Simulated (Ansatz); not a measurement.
# C₄H₅N₂ (charge -1), SMILES Cc1cc[n-]n1: a geometry optimisation

Computed with Ansatz's Python interface.

Run as a notebook:

**Cell 1**
```python
import ansatz as az
import numpy as np

geometry_ang = [
    ("C", (-1.6954, -0.0193, 0.0339)),
    ("C", (-0.2278, -0.1981, 0.0493)),
    ("C", (0.7553, 0.7349, -0.1814)),
    ("C", (1.8904, -0.0128, -0.0299)),
    ("N", (1.631, -1.2931, 0.2678)),
    ("N", (0.2886, -1.4118, 0.3183)),
    ("H", (-1.9504, 1.019, -0.1994)),
    ("H", (-2.1145, -0.2684, 1.0137)),
    ("H", (-2.1447, -0.6666, -0.7256)),
    ("H", (0.6592, 1.7777, -0.4185)),
    ("H", (2.9085, 0.3384, -0.128)),
]
system = az.Crystal.molecule()
for symbol, xyz in geometry_ang:
    system = system.atom(symbol, xyz)
```

**Cell 2**
```python
base = (
    system.calculation()
    .basis(gaussian="def2-SVP")
    .functional("cam_b3lyp")
    .charge(-1)
)
symbols = [site.symbol for site in system.cartesian_sites]
start = np.array([site.position_ang for site in system.cartesian_sites], dtype=float)
def progress(event):
    if event["event"] == "relax_step":
        row = event["data"]
        print(f"step {row['step']:3d}  E = {row['lagrangian_ev']:.6f} eV  largest force component {row['allowed_force_max_ev_ang']:.4f} eV/A")


r = base.relax(force_tolerance=0.02, max_steps=100).session().plan().execute(on_event=progress).report
end = np.array(r["positions_ang"])
```
Output:
```text
step   1  E = -7199.847793 eV  largest force component 1.6998 eV/A
step   2  E = -7199.953077 eV  largest force component 0.4998 eV/A
step   3  E = -7199.961767 eV  largest force component 0.0949 eV/A
step   4  E = -7199.962038 eV  largest force component 0.0295 eV/A
step   5  E = -7199.962095 eV  largest force component 0.0071 eV/A
```

**Cell 3**
```python
print("reference energy %16.6f eV" % r["reference_energy_ev"])
print("total energy     %16.6f eV" % r["free_energy_ev"])
print("occupied orbitals outside the frozen core (up, down):", r["n_occupied"], " frozen:", r["n_frozen"], " virtual:", r["n_virtual"])
```
Output:
```text
reference energy     -7199.962208 eV
total energy         -7199.962208 eV
occupied orbitals outside the frozen core (up, down): [22, 22]  frozen: 0  virtual: [87, 87]
```

**Cell 4**
```python
print("final positions (A) and the move of each atom")
for symbol, xyz, old in zip(symbols, end, start):
    print(f"{symbol:2s} {xyz[0]:10.5f} {xyz[1]:10.5f} {xyz[2]:10.5f}   {np.linalg.norm(xyz - old):7.4f}")

charges = r["charge_distribution"]
print("dipole moment", round(4.803205 * float(np.linalg.norm(charges["dipole_moment_e_ang"])), 3), "D")
print("Mulliken:", [(s, round(q, 3)) for s, q in zip(symbols, charges["mulliken_charges_e"])])
```
Output:
```text
final positions (A) and the move of each atom
C    -1.72197   -0.02260    0.03510    0.0268
C    -0.23156   -0.20837    0.05178    0.0112
C     0.77306    0.74332   -0.18366    0.0198
C     1.94619   -0.01270   -0.03090    0.0558
N     1.65383   -1.28608    0.26588    0.0240
N     0.31430   -1.40552    0.31655    0.0265
H    -1.99307    1.01990   -0.19872    0.0427
H    -2.18059   -0.27592    1.00799    0.0668
H    -2.21046   -0.67016   -0.71527    0.0667
H     0.66303    1.80248   -0.42432    0.0257
H     2.98743    0.31553   -0.12424    0.0823
dipole moment 3.916 D
Mulliken: [('C', 0.121), ('C', -0.13), ('C', -0.139), ('C', -0.035), ('N', -0.221), ('N', -0.245), ('H', -0.053), ('H', -0.031), ('H', -0.031), ('H', -0.121), ('H', -0.116)]
```

Reading the output:
- Total energies depend on the basis set; only differences at equal settings carry meaning.
- The end point is the stationary point reached from this start; no frequency run checks that it is a minimum, and the basis set is modest.
- An ion's dipole depends on the origin; the program takes it about the centre of nuclear charge.
- Anions want diffuse functions, which this basis lacks.
- Timing: 63 s on 1 thread of Arm Neoverse N1, on a shared host, peak memory 0.36 GiB.
